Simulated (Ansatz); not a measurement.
**O2 (SMILES O=O) at UCCSDT/STO-3G**

What is the energy change on altering one bond length of O2 at UCCSDT/STO-3G? 

Program for the calculation: Ansatz 0.2.0.

39 further runs of the same task are left out: 15 that didn't finish, 24 set aside as unsound or not needed.

### 1 The system as given

O2: 2 atoms, total charge 0, spin state triplet. SMILES: `O=O`. The shape is that of a GFN2-xTB optimisation.

Bond lengths: O1–O2 1.210 Å.

### 2 The energy at UCCSDT/STO-3G

Input file input.yaml:

```yaml
crystal:
  periodic: [false, false, false]
  atoms:
    - {symbol: O, position_ang: [0.516930, -0.167240, 0.266250]}
    - {symbol: O, position_ang: [-0.516930, 0.167240, -0.266250]}
basis:
  gaussian:
    orbitals: STO-3G
scf:
  omitted_lower_state_checks: [cluster_reference, increment]
correlation:
  method: ccsdt
  frozen_orbitals: {O: 1}
magnetization:
  spin_polarized: true
  initial_magnetization: 2
accuracy: high
```

Run with:

```sh
$ ansatz run input.yaml --threads 1 --pin off --max-ram 2610MiB --events-out events.jsonl --progress --plain --runs-dir runs
```

What it wrote (excerpt; [...] marks lines left out):

```text
Warning: RAYON_NUM_THREADS=1 ignored (pool sized by the plan → 1); use --threads N
Functional definition: HF
  name "HF"
[...]
149 factors; integrals over basis functions are off by at most 3.4e-8 eV
[...]
mean field -4017.36842804 eV, -147.6355666604 hartree, gradient 1.0e-8 eV, S^2 2.003319; 2 other end points of the search recorded, 0 dependent functions left out
2 core orbitals not correlated: weight in the atoms' cores, before any rotation towards them, 1.000 or more for the frozen orbitals, at most 0.000 for the correlated occupied ones
reference -4017.36842804 eV, -147.6355666604 hartree; 7, 5 occupied and 1, 3 virtual orbitals, 149 factors
second order -2.14731860 eV of doubles, -0.00000000 eV of singles
cycle   1  -2.44018368 eV  change   -2.9e-1 eV  update   7.5e-2
[...]
cycle  21  -2.93539378 eV  change   7.3e-10 eV  update  2.2e-10
Total energy: -4020.30382182 eV, -147.7434403920 hartree
Checks for a lower state left out: cluster_reference, increment
```

Wall time 0.28 s (1 thread of Arm Neoverse V1, shared host).

### 3 The distorted shape at the same level

Input file in.yaml:

```yaml
crystal:
  periodic: [false, false, false]
  atoms:
    - {symbol: O, position_ang: [0.775392, -0.250859, 0.399374]}
    - {symbol: O, position_ang: [-0.516930, 0.167240, -0.266250]}
basis:
  gaussian: {orbitals: STO-3G}
magnetization: {spin_polarized: true, initial_magnetization: 2}
correlation: {method: ccsdt, frozen_orbitals: {O: 1}}
accuracy: high
scf: {omitted_lower_state_checks: [cluster_reference, increment]}
```

Run with:

```sh
$ ansatz run in.yaml --threads 1 --pin off --max-ram 2610MiB --events-out events.jsonl --progress --plain --runs-dir runs
```

What it wrote (excerpt; [...] marks lines left out):

```text
Warning: RAYON_NUM_THREADS=1 ignored (pool sized by the plan → 1); use --threads N
[... 2 set-up lines as earlier in the session ...]
[...]
149 factors; integrals over basis functions are off by at most 4.5e-8 eV
[...]
mean field -4016.32371342 eV, -147.5971741061 hartree, gradient 8.6e-8 eV, S^2 2.073868; 16 other end points of the search recorded, 0 dependent functions left out
2 core orbitals not correlated: weight in the atoms' cores, before any rotation towards them, 1.000 or more for the frozen orbitals, at most 0.000 for the correlated occupied ones
reference -4016.32371342 eV, -147.5971741061 hartree; 7, 5 occupied and 1, 3 virtual orbitals, 149 factors
second order -1.27982178 eV of doubles, -0.00000000 eV of singles
cycle   1  -1.65716246 eV  change   -3.8e-1 eV  update   9.5e-2
[...]
cycle  43  -2.98838187 eV  change   1.8e-10 eV  update  7.4e-10
Total energy: -4019.31209529 eV, -147.7069951144 hartree
Checks for a lower state left out: cluster_reference, increment
```

Run time: 0.4 s. Hardware: 1 thread of Arm Neoverse V1, shared host.

### 4 Summary of results

Level: UCCSDT/STO-3G, 2 core orbitals frozen.

```
                                                         quantity          value
                                        first shape: total energy  -147.74344 Eh
         first shape: correlation energy (2 core orbitals frozen)     -107.9 mEh
                   first shape: ⟨S²⟩ of the reference determinant          2.003
                                       first shape: T1 diagnostic          0.051
                                    distorted shape: total energy  -147.70700 Eh
     distorted shape: correlation energy (2 core orbitals frozen)     -109.8 mEh
               distorted shape: ⟨S²⟩ of the reference determinant          2.074
                                   distorted shape: T1 diagnostic          0.109
energy change with the O1–O2 bond stretched from 1.210 to 1.513 Å       0.992 eV
```

With the O1–O2 bond stretched from 1.210 to 1.513 Å the energy rises by 0.99 eV (95.7 kJ/mol). The first shape isn't relaxed at this level, so the change isn't measured from a minimum. The minimal basis adds a large error of its own. The T1 diagnostic (first shape) of 0.051 is above the customary mark for such species, so a single reference may not serve. The T1 diagnostic (distorted shape) of 0.109 is above the customary mark for such species, so a single reference may not serve.
